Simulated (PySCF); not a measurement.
PySCF input (PBE0/aug-pcseg-1):

```python
import numpy as np, basis_set_exchange as bse
from pyscf import gto, scf, dft, df
from pyscf.prop.polarizability import rks as pol

basis = {'Cl': gto.basis.parse(bse.get_basis('aug-pcseg-1', elements=['Cl'], fmt='nwchem')), 'H': gto.basis.parse(bse.get_basis('aug-pcseg-1', elements=['H'], fmt='nwchem'))}
mol = gto.M(
    atom='''
    Cl   -0.00000000   -0.00000000   -0.07122178
    H     0.00000000    0.00000000    1.21077034
    ''',
    basis=basis,
    charge=0,
    verbose=4,
    max_memory=2160,
)
mf = dft.RKS(mol, xc='pbe0')
mf.grids.level = 3
mf = mf.density_fit(auxbasis=df.autoaux(mol))
mf.conv_tol = 1e-9
mf.max_cycle = 100
print('smallest overlap eigenvalue', np.linalg.eigvalsh(mol.intor('int1e_ovlp'))[0])
mf.kernel()
dip = mf.dip_moment()
p = pol.Polarizability(mf)
p.max_cycle_cphf = 60
alpha = p.polarizability()
print('polarisability/bohr^3', alpha.trace() / 3)
```

Output:

```
PySCF version 2.14.0

[INPUT] verbose = 4
[INPUT] num. atoms = 2
[INPUT] num. electrons = 18
[INPUT] charge = 0
[INPUT] spin (= nelec alpha-beta = 2S) = 0
[INPUT] symmetry False subgroup None
[INPUT] Mole.unit = angstrom
[INPUT] Symbol           X                Y                Z      unit          X                Y                Z       unit  Magmom
[INPUT]  1 Cl     0.000000000000   0.000000000000  -0.071221780000 AA    0.000000000000   0.000000000000  -0.134589658304 Bohr   0.0
[INPUT]  2 H      0.000000000000   0.000000000000   1.210770340000 AA    0.000000000000   0.000000000000   2.288024342347 Bohr   0.0

nuclear repulsion = 7.01721363594653
number of shells = 16
number of NR pGTOs = 64
number of NR cGTOs = 36
basis = {'Cl': [[0, [56129.5, 0.00073904], [8420.32, 0.0057082], [1916.46, 0.0292141], [542.099, 0.112411], [175.74, 0.313999], [62.7191, 0.5], [23.4123, 0.302077]], [0, [52.2067, -0.0897496], [5.66022, 0.573007], [2.2423, 0.5]], [0, [0.456488, 1.0]], [0, [0.159693, 1.0]], [0, [0.052212, 1.0]], [1, [533.333, 0.00379695], [125.415, 0.0300914], [39.9394, 0.129733], [14.6334, 0.341517], [5.64837, 0.5], [2.1536, 0.289333]], [1, [1.0881, 0.252417], [0.387168, 0.5]], [1, [0.123929, 1.0]], [1, [0.037282, 1.0]], [2, [0.6, 1.0]], [2, [0.11185, 1.0]]], 'H': [[0, [12.2518, 0.0233371], [1.86871, 0.15915], [0.418208, 0.5]], [0, [0.1061, 1.0]], [0, [0.026525, 1.0]], [1, [1.0, 1.0]], [1, [0.079575, 1.0]]]}
ecp = {}
ETB for H: l = 0, exps = 0.05305 * 1.8^n , n = 0..11
ETB for H: l = 1, exps = 0.1061 * 2^n , n = 0..5
ETB for H: l = 2, exps = 0.15915 * 2.2^n , n = 0..4
ETB for Cl: l = 0, exps = 0.074564 * 1.8^n , n = 0..19
ETB for Cl: l = 1, exps = 0.074564 * 1.8^n , n = 0..16
ETB for Cl: l = 2, exps = 0.074564 * 1.8^n , n = 0..15
ETB for Cl: l = 3, exps = 0.14913200000000001 * 2.2^n , n = 0..5
smallest overlap eigenvalue 0.002803885706936971

******** <class 'pyscf.df.df_jk.DFRKS'> ********
method = DFRKS
initial guess = minao
damping factor = 0
level_shift factor = 0
DIIS = <class 'pyscf.scf.diis.CDIIS'>
diis_start_cycle = 1
diis_space = 8
diis_damp = 0
SCF conv_tol = 1e-09
SCF conv_tol_grad = None
SCF max_cycles = 100
direct_scf = False
XC library pyscf.dft.libxc version 7.1.2
    S. Lehtola, C. Steigemann, M. J. T. Oliveira, and M. A. L. Marques,  SoftwareX 7, 1–5 (2018)
XC functionals = pbe0
    C. Adamo and V. Barone,  J. Chem. Phys. 110, 6158 (1999)
    M. Ernzerhof and G. E. Scuseria,  J. Chem. Phys. 110, 5029 (1999)
radial grids:
    Treutler-Ahlrichs [JCP 102, 346 (1995); DOI:10.1063/1.469408] (M4) radial grids

becke partition: Becke, JCP 88, 2547 (1988); DOI:10.1063/1.454033
pruning grids: <function nwchem_prune>
grids dens level: 3
symmetrized grids: False
atomic radii adjust function: <function treutler_atomic_radii_adjust>
small_rho_cutoff = 0
Set gradient conv threshold to 3.16228e-05
Initial guess from minao.
tot grids = 28688
******** <class 'pyscf.df.df.DF'> ********
auxbasis = {'H': [[0, [np.float64(34.09439154703258), 1]], [0, [np.float64(18.941328637240325), 1]], [0, [np.float64(10.522960354022402), 1]], [0, [np.float64(5.846089085568002), 1]], [0, [np.float64(3.2478272697600006), 1]], [0, [np.float64(1.8043484832), 1]], [0, [np.float64(1.002415824), 1]], [0, [np.float64(0.5568976800000001), 1]], [0, [np.float64(0.30938760000000004), 1]], [0, [np.float64(0.171882), 1]], [0, [np.float64(0.09549), 1]], [0, [np.float64(0.05305), 1]], [1, [np.float64(3.3952), 1]], [1, [np.float64(1.6976), 1]], [1, [np.float64(0.8488), 1]], [1, [np.float64(0.4244), 1]], [1, [np.float64(0.2122), 1]], [1, [np.float64(0.1061), 1]], [2, [np.float64(3.7281842400000014), 1]], [2, [np.float64(1.6946292000000007), 1]], [2, [np.float64(0.7702860000000001), 1]], [2, [np.float64(0.35013000000000005), 1]], [2, [np.float64(0.15915), 1]]], 'Cl': [[0, [np.float64(5280.886029107543), 1]], [0, [np.float64(2933.8255717264124), 1]], [0, [np.float64(1629.9030954035625), 1]], [0, [np.float64(905.5017196686457), 1]], [0, [np.float64(503.05651092702544), 1]], [0, [np.float64(279.475839403903), 1]], [0, [np.float64(155.26435522439056), 1]], [0, [np.float64(86.25797512466143), 1]], [0, [np.float64(47.92109729147856), 1]], [0, [np.float64(26.622831828599203), 1]], [0, [np.float64(14.790462126999557), 1]], [0, [np.float64(8.216923403888643), 1]], [0, [np.float64(4.564957446604801), 1]], [0, [np.float64(2.5360874703360006), 1]], [0, [np.float64(1.4089374835200004), 1]], [0, [np.float64(0.7827430464), 1]], [0, [np.float64(0.4348572480000001), 1]], [0, [np.float64(0.24158736000000003), 1]], [0, [np.float64(0.1342152), 1]], [0, [np.float64(0.074564), 1]], [1, [np.float64(905.5017196686457), 1]], [1, [np.float64(503.05651092702544), 1]], [1, [np.float64(279.475839403903), 1]], [1, [np.float64(155.26435522439056), 1]], [1, [np.float64(86.25797512466143), 1]], [1, [np.float64(47.92109729147856), 1]], [1, [np.float64(26.622831828599203), 1]], [1, [np.float64(14.790462126999557), 1]], [1, [np.float64(8.216923403888643), 1]], [1, [np.float64(4.564957446604801), 1]], [1, [np.float64(2.5360874703360006), 1]], [1, [np.float64(1.4089374835200004), 1]], [1, [np.float64(0.7827430464), 1]], [1, [np.float64(0.4348572480000001), 1]], [1, [np.float64(0.24158736000000003), 1]], [1, [np.float64(0.1342152), 1]], [1, [np.float64(0.074564), 1]], [2, [np.float64(503.05651092702544), 1]], [2, [np.float64(279.475839403903), 1]], [2, [np.float64(155.26435522439056), 1]], [2, [np.float64(86.25797512466143), 1]], [2, [np.float64(47.92109729147856), 1]], [2, [np.float64(26.622831828599203), 1]], [2, [np.float64(14.790462126999557), 1]], [2, [np.float64(8.216923403888643), 1]], [2, [np.float64(4.564957446604801), 1]], [2, [np.float64(2.5360874703360006), 1]], [2, [np.float64(1.4089374835200004), 1]], [2, [np.float64(0.7827430464), 1]], [2, [np.float64(0.4348572480000001), 1]], [2, [np.float64(0.24158736000000003), 1]], [2, [np.float64(0.1342152), 1]], [2, [np.float64(0.074564), 1]], [3, [np.float64(7.685714474240004), 1]], [3, [np.float64(3.4935065792000013), 1]], [3, [np.float64(1.5879575360000007), 1]], [3, [np.float64(0.7217988800000001), 1]], [3, [np.float64(0.32809040000000006), 1]], [3, [np.float64(0.14913200000000001), 1]]]}
init E= -460.581255966786
  HOMO = -0.377207480118409  LUMO = -0.0258599235518329  gap/eV = 9.56065
cycle= 1 E= -460.621922988921  delta_E= -0.0407  |g|= 0.176  |ddm|=  1.2
  HOMO = -0.319928371505803  LUMO = -0.0186124820730469  gap/eV = 8.19922
cycle= 2 E= -460.624047310566  delta_E= -0.00212  |g|= 0.166  |ddm|= 0.473
  HOMO = -0.350491447193713  LUMO = -0.0172115169457498  gap/eV = 9.06901
cycle= 3 E= -460.632652768902  delta_E= -0.00861  |g|= 0.0058  |ddm|= 0.23
  HOMO = -0.349841810290164  LUMO = -0.0162706064549156  gap/eV = 9.07693
cycle= 4 E= -460.632661127327  delta_E= -8.36e-06  |g|= 0.00107  |ddm|= 0.00724
  HOMO = -0.349620791945353  LUMO = -0.0161479475367008  gap/eV = 9.07426
cycle= 5 E= -460.632661450491  delta_E= -3.23e-07  |g|= 0.000398  |ddm|= 0.00144
  HOMO = -0.349726809308404  LUMO = -0.0161908207893151  gap/eV = 9.07598
cycle= 6 E= -460.632661498032  delta_E= -4.75e-08  |g|= 1.16e-05  |ddm|= 0.000525
  HOMO = -0.349723835796276  LUMO = -0.0161886683227843  gap/eV = 9.07595
cycle= 7 E= -460.6326614981  delta_E= -6.78e-11  |g|= 8.03e-07  |ddm|= 2.04e-05
  HOMO = -0.349723999586882  LUMO = -0.0161889067336318  gap/eV = 9.07595
Extra cycle  E= -460.6326614981  delta_E= -2.27e-13  |g|= 5.47e-07  |ddm|= 2.07e-06
converged SCF energy = -460.6326614981
Dipole moment(X, Y, Z, Debye): -0.00000, -0.00000,  1.18404
Isotropic polarizability 17.4302641317
Polarizability anisotropy 1.13119084256
polarisability/bohr^3 17.430264131742586
```
